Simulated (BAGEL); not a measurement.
# BHF2 (SMILES FBF): HF/3-21G (density fitting with qzvpp-jkfit)

What is the vertical ionisation energy of BHF2 at HF/3-21G (density fitting with qzvpp-jkfit)? 

The results are computed with BAGEL 1.2.2.

17 further runs of the same task are left out: 17 set aside as unsound or not needed.

## Step 1: The structure to begin with

BHF2 has 4 atoms, charge 0, and is taken as a singlet. As SMILES, `FBF`. Geometry: relaxed at PBE0-D4/def2-TZVP.

Bond lengths: F1–B2 1.313 Å, B2–F3 1.313 Å, B2–H4 1.191 Å. Angles: F1–B2–F3 118.1°, F1–B2–H4 121.0°, F3–B2–H4 121.0°.

## Step 2: A single-point energy at HF/3-21G (density fitting with qzvpp-jkfit)

job.json

```json
{ "bagel": [

{
  "title": "molecule",
  "basis": "3-21g",
  "df_basis": "qzvpp-jkfit",
  "angstrom": true,
  "geometry": [
    { "atom": "F", "xyz": [       1.154300,       0.456900,      -0.361900 ] },
    { "atom": "B", "xyz": [      -0.001900,      -0.031000,       0.025200 ] },
    { "atom": "F", "xyz": [      -1.095400,       0.528700,      -0.438900 ] },
    { "atom": "H", "xyz": [      -0.057000,      -0.954600,       0.775600 ] }
  ]
},

{
  "title": "hf"
},

{
  "title": "print",
  "file": "orbitals.molden",
  "orbitals": true
}

]}
```

Command:

```
$ BAGEL_NUM_THREADS=1 BAGEL job.json > job.out
```

The log of the run:

```text
* using 1 threads per process

  ===============================================================
  ===============================================================

  *** Geometry ***

  { "atom" : "F", "xyz" : [      2.181311,      0.863416,     -0.683892 ] },
  { "atom" : "B", "xyz" : [     -0.003590,     -0.058582,      0.047621 ] },
  { "atom" : "F", "xyz" : [     -2.070006,      0.999098,     -0.829401 ] },
  { "atom" : "H", "xyz" : [     -0.107714,     -1.803933,      1.465672 ] },

  Number of auxiliary basis functions:      247

  Since a DF basis is specified, we compute 2- and 3-index integrals:
    o Being stored without compression. Storage requirement is 0.002 GB

  Number of basis functions:       29
  Number of electrons      :       24

    * METHOD: MOLECULE                             0.03

  *** RHF ***

  === Nuclear Repulsion ===
    61.8885547595

      * DIIS with orbital gradients will be used.

  === RHF iteration (3-21g) ===
      0       -222.93635515          0.04501302           0.00
      1       -223.02698617          0.02567183           0.00
      2       -223.05924291          0.00180054           0.00
      3       -223.05961231          0.00017795           0.00
      4       -223.05961745          0.00003100           0.00
      5       -223.05961761          0.00000526           0.00
      6       -223.05961761          0.00000064           0.00
      7       -223.05961761          0.00000022           0.00
      8       -223.05961761          0.00000008           0.00
      9       -223.05961761          0.00000002           0.00
     10       -223.05961761          0.00000001           0.00
    * SCF iteration converged.

    * Permanent dipole moment:
           (    0.022125,     0.366810,    -0.298062) a.u.

    * METHOD: HF                                   0.06

    * METHOD: PRINT                                0.00

  ===============================================================
```

Wall time 0.4 s (1 thread of Intel Xeon 6975P-C (Granite Rapids), shared host); peak memory 0.078 GiB.

## Step 3: The doublet cation at the same level

input.json

```json
{ "bagel" : [

{
  "title" : "molecule",
  "basis" : "3-21g",
  "df_basis" : "qzvpp-jkfit",
  "angstrom" : "true",
  "geometry" : [
    { "atom" : "F", "xyz" : [    1.154300,    0.456900,   -0.361900 ] },
    { "atom" : "B", "xyz" : [   -0.001900,   -0.031000,    0.025200 ] },
    { "atom" : "F", "xyz" : [   -1.095400,    0.528700,   -0.438900 ] },
    { "atom" : "H", "xyz" : [   -0.057000,   -0.954600,    0.775600 ] }
  ]
},
{ "title" : "uhf", "charge" : 1, "nopen" : 1 },
{ "title" : "print", "file" : "orbitals.molden", "orbitals" : "true" }

]}
```

Command:

```
$ BAGEL_NUM_THREADS=1 BAGEL input.json > input.out
```

The log of the run:

```text
* using 1 threads per process

  ===============================================================
  ===============================================================

  *** Geometry ***

  { "atom" : "F", "xyz" : [      2.181311,      0.863416,     -0.683892 ] },
  { "atom" : "B", "xyz" : [     -0.003590,     -0.058582,      0.047621 ] },
  { "atom" : "F", "xyz" : [     -2.070006,      0.999098,     -0.829401 ] },
  { "atom" : "H", "xyz" : [     -0.107714,     -1.803933,      1.465672 ] },

  Number of auxiliary basis functions:      247

  Since a DF basis is specified, we compute 2- and 3-index integrals:
    o Being stored without compression. Storage requirement is 0.002 GB

  Number of basis functions:       29
  Number of electrons      :       24

    * METHOD: MOLECULE                             0.04

  *** Open-shell HF ***

  === Nuclear Repulsion ===
    61.8885547595

      * DIIS with orbital gradients will be used.

  === UHF iteration (3-21g) ===
      0       -222.36996959          0.08793744           0.01
      1       -222.48220065          0.06401013           0.01
      2       -222.51346753          0.04258685           0.01
      3       -222.53596087          0.00147514           0.01
      4       -222.53635793          0.00051462           0.01
      5       -222.53641750          0.00023551           0.01
      6       -222.53643062          0.00015402           0.01
      7       -222.53643501          0.00009479           0.01
      8       -222.53643717          0.00003294           0.01
      9       -222.53643737          0.00001657           0.01
     10       -222.53643740          0.00000622           0.01
     11       -222.53643741          0.00000335           0.01
     12       -222.53643741          0.00000140           0.01
     13       -222.53643741          0.00000075           0.01
     14       -222.53643741          0.00000065           0.01
     15       -222.53643741          0.00000055           0.01
     16       -222.53643741          0.00000050           0.01
     17       -222.53643741          0.00000018           0.01
     18       -222.53643741          0.00000010           0.01
     19       -222.53643741          0.00000005           0.01
     20       -222.53643741          0.00000002           0.01
     21       -222.53643741          0.00000001           0.01
     22       -222.53643741          0.00000001           0.01
    * SCF iteration converged.

    * S^2 (UHF) is 0.7695

    * Permanent dipole moment:
           (    0.088523,     1.486984,    -1.208202) a.u.

    * METHOD: UHF                                  0.18

    * METHOD: PRINT                                0.00

  ===============================================================
```

Run time: 0.56 s. Hardware: 1 thread of Intel Xeon 6975P-C (Granite Rapids), shared host; peak memory 0.078 GiB.

## Step 4: What came out

At HF/3-21G (density fitting with qzvpp-jkfit):

| quantity | value |
| --- | --- |
| singlet BHF2: total energy | -223.05962 Eh |
| singlet BHF2: dipole moment | 1.20 D |
| singlet BHF2: HOMO energy | -15.02 eV |
| singlet BHF2: LUMO energy | 4.04 eV |
| singlet BHF2: HOMO–LUMO gap | 19.06 eV |
| doublet cation: total energy | -222.53644 Eh |
| doublet cation: ⟨S²⟩ | 0.769 |
| vertical ionisation energy (to the doublet cation) | 14.236 eV |

**Reading.** Removing an electron at fixed nuclei costs 14.24 eV (1374 kJ/mol). −ε(HOMO) before ionisation, 15.02 eV, is 0.79 eV above this ionisation energy.
